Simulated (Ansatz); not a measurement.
Cartesian coordinates in Å:
```
N -0.611 0.649 -0.223
C 0.036 -0.627 -0.750
Al 0.718 -0.174 1.022
H -1.610 0.575 -0.090
H -0.412 1.468 -0.780
H 0.581 -0.425 -1.668
H -0.716 -1.393 -0.918
H -0.013 -0.796 2.289
H 2.026 0.723 1.119
```

Charge 0, multiplicity 1. The bonds changed during the relaxation, so this is another structure than the one it started from.

(1) List the CAM-B3LYP/def2-TZVPP orbital energies in eV (Ansatz). (Estimate.)

Answers

(1) Ansatz gave: Occupied: -1525.24, -392.62, -278.80, -113.31, -74.01, -73.89, -73.86, -27.25, -20.03, -16.61, -15.32, -12.57, -12.36, -10.49, -9.21, -8.21. Lowest empty: 0.86, 1.51, 2.45, 2.52, 3.49, 3.74, 3.81, 4.66.
